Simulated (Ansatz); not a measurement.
`FCC(F)F`, charge 0, multiplicity 1.

Give a relaxed structure at PBE0-D4/def2-TZVP (the Gaussian-basis code of Ansatz). (An estimate is asked.)

The calculation gave: 
Z-matrix (Å, degrees):
```
C
C 1 1.507
F 1 1.367 2 110.8
H 1 1.094 2 109.0 3 -120.1
H 1 1.094 2 109.0 3 120.1
F 2 1.353 1 110.6 3 59.6
F 2 1.353 1 110.6 3 -59.6
H 2 1.097 1 111.0 3 -180.0
```
Point group Cs.
